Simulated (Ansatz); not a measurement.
Cohesive energy (eV/atom) of solids drawn from the class of elemental solids other than molecular ones, at two levels: r²SCAN in Ansatz (plane waves, PAW), and HSE06 (PAW; Ansatz, an electronic-structure program).

```json
[
 {"solid": "fcc Ag", "r²SCAN": "2.87", "HSE06": "2.38", "shift (eV/atom)": "-0.49"},
 {"solid": "fcc Ca", "r²SCAN": "2.08", "HSE06": "1.81", "shift (eV/atom)": "-0.27"},
 {"solid": "fcc Au", "r²SCAN": "3.43", "HSE06": "2.92", "shift (eV/atom)": "-0.51"},
 {"solid": "diamond-structure Si", "r²SCAN": "4.67", "HSE06": "4.58", "shift (eV/atom)": "-0.09"},
 {"solid": "bcc Rb", "r²SCAN": "0.75", "HSE06": "0.75", "shift (eV/atom)": "0.00"},
 {"solid": "diamond", "r²SCAN": "7.50", "HSE06": "7.64", "shift (eV/atom)": "+0.14"},
 {"solid": "fcc Cu", "r²SCAN": "3.89", "HSE06": "3.08", "shift (eV/atom)": "-0.81"},
 {"solid": "diamond-structure Ge", "r²SCAN": "3.88", "HSE06": "3.72", "shift (eV/atom)": "-0.16"},
 {"solid": "hcp Mg", "r²SCAN": "1.71", "HSE06": "1.52", "shift (eV/atom)": "-0.19"},
 {"solid": "hcp Lu", "r²SCAN": "4.30", "HSE06": "4.00", "shift (eV/atom)": "-0.30"}
]
```

The shifts run from -0.81 eV/atom to +0.14 eV/atom, with a median of -0.23 eV/atom.

Over all 10 rows HSE06 is the larger in 1.

Ansatz's runs of these crystals have no spin polarisation.

Spin–orbit coupling is left out, also for the solids with elements from indium on (fcc Au, hcp Lu); its size isn't shown.

Free atoms are spin-polarised, in the lowest state found; at levels without +SOC their spin–orbit coupling is left out. Each level is taken at its own relaxed cell. Ansatz's density-functional and Hartree–Fock values are scalar-relativistic unless marked +SOC, with PAW data made under PBE.
